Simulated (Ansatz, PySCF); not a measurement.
Species: S2, charge 0, triplet. S2 (SMILES S=S, triplet).
B3LYP-D3(BJ)/def2-TZVP minimum from Ansatz (a quantum-chemistry and plane-wave program):
```
S
S 1 1.9037
```
Charge 0, spin multiplicity 3.

Property: enthalpy of formation at 298 K (by atomisation, with ideal-gas terms from PySCF's Hessian at B3LYP-D3(BJ)/def2-TZVP and the atoms' measured values of the G2/97 table; no spin-orbit terms), in kcal/mol. UHF or UKS for unpaired electrons; spin-orbit terms are left out. CBS(X,Y): correlation extrapolated as X^-3, Hartree-Fock from the larger set (Q,5: extrapolated as (X+1)exp(-9√X)). A bracket is a step between two methods taken in the basis named. Functionals run without relativity, which enters their misses. Double hybrids freeze cores in their MP2 part. 'core' is core correlation in cc-pwCVTZ (1s frozen past Ne), 'X2C' scalar relativity in cc-pVTZ-DK, both at CCSD(T). The UHF reference of S2 (S=S, triplet) is spin-contaminated (<S^2> up to 0.06 over the pure value in the sets run).

Measured: 30.7 kcal/mol, 128.4 kJ/mol (G2/97 table in ASE (Curtiss et al.)); atomic spin-orbit terms, which the calculations lack, would raise the computed values.

**Question.** How far off this value is PBE/def2-TZVPD (Ansatz), in which direction, and how far these levels: r2SCAN/def2-TZVPD, B3LYP/def2-TZVPD, PBE0/def2-TZVPD, wB97M-V/def2-TZVPD, B2PLYP/def2-TZVPD, CCSD(T)/CBS(cc-pV(Q+d)Z,cc-pV(5+d)Z) + core + X2C?

**Answer.** PBE gives 17.0 kcal/mol, 13.7 kcal/mol below it. Errors of the others: r2SCAN/def2-TZVPD (Ansatz) -9.5; B3LYP/def2-TZVPD (Ansatz) -1.7; PBE0/def2-TZVPD (Ansatz) -5.2; wB97M-V/def2-TZVPD (Ansatz) -3.5; B2PLYP/def2-TZVPD (Ansatz) -0.7; CCSD(T)/CBS(cc-pV(Q+d)Z,cc-pV(5+d)Z) + core + X2C (Ansatz) -2.0; CCSD(T)/CBS(cc-pV(Q+d)Z,cc-pV(5+d)Z) + [CCSDT(Q) - CCSD(T)]/cc-pV(Q+d)Z + [CCSDTQ - CCSDT(Q)]/cc-pV(D+d)Z + core + X2C (Ansatz) -2.4 kcal/mol.
